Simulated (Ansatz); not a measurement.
Reaction (SMILES): P#P (P2) → P2+ (doublet, bonded as P#P) + e-
B3LYP-D3(BJ)/def2-TZVP geometries, fixed; electronic energies without zero-point terms.
Largest species:
```xyz
2

P      0.0000     0.0000    -0.9447
P      0.0000     0.0000     0.9447
```
Charge 0, spin multiplicity 1.

Basis-set convergence of the adiabatic ionisation energy at HF with Ansatz (an electronic-structure program). Cartesian d functions, on some or all atoms, in 6-311G**; all else is spherical. The T1 diagnostic of CCSD is high for at least one species. A restricted Hartree-Fock determinant is unstable towards unrestricted orbitals. An unrestricted Hartree-Fock determinant is markedly spin-contaminated. Open shells are unrestricted. No added dispersion term, no relativity. Functions are those of the species that has most. Reference: the value in pcseg-4, 9.062 eV, itself unsure by roughly 0.005 eV (its mean distance from aug-pcseg-3, aug-cc-pV(Q+d)Z, cc-pV(5+d)Z).

```tsv
basis	functions	adiabatic ionisation energy (eV)
6-311G**	54	?
6-311++G(2d,2p)	70	?
cc-pV(T+d)Z	78	9.068
6-311++G(3df,3pd)	94	9.109
def2-TZVPPD	96	?
aug-pcseg-2	100	9.110
cc-pV(Q+d)Z	128	9.066
pcseg-3	128	9.057
def2-QZVPPD	152	9.069
```

### Question
What belongs in the gaps?

### Answer

- 6-311G**, adiabatic ionisation energy (eV): 9.217
- 6-311++G(2d,2p), adiabatic ionisation energy (eV): 9.106
- def2-TZVPPD, adiabatic ionisation energy (eV): 9.075
